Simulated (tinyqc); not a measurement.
Inside a calculation. Method: Hueckel theory of the pi electrons with the omega technique, for the molecule Oc1c[cH+]1 (SMILES; centres numbered as the heavy atoms are written). One step of it, computed by the program tinyqc.

Problem. Omega technique, round 1. h_r = h_r(0) + omega q_r, omega = 1.4, with q_r = z_r - P_rr; 0.3 of the old diagonal is kept.

Hueckel matrix in units of beta (H = alpha + beta A):
```
          1O        2C        3C        4C
1O  2.000000  0.800000  0.000000  0.000000
2C  0.800000  0.000000  1.000000  1.000000
3C  0.000000  1.000000  0.000000  1.000000
4C  0.000000  1.000000  1.000000  0.000000
```

charge and bond-order matrix P:
```
           1O        2C         3C         4C
1O   1.913514  0.339341  -0.158649  -0.158649
2C   0.339341  0.668539   0.622488   0.622488
3C  -0.158649  0.622488   0.708973   0.708973
4C  -0.158649  0.622488   0.708973   0.708973
```

Centres:

| centre | z_r, pi electrons of the neutral centre | h |
|---|---|---|
| 1O | 2 | 2.000000 |
| 2C | 1 | 0.000000 |
| 3C | 1 | 0.000000 |
| 4C | 1 | 0.000000 |

Give: matrix after round 1.

Solution.

matrix after round 1:
```
        1O      2C      3C      4C
1O  2.0848  0.8000  0.0000  0.0000
2C  0.8000  0.3248  1.0000  1.0000
3C  0.0000  1.0000  0.2852  1.0000
4C  0.0000  1.0000  1.0000  0.2852
```
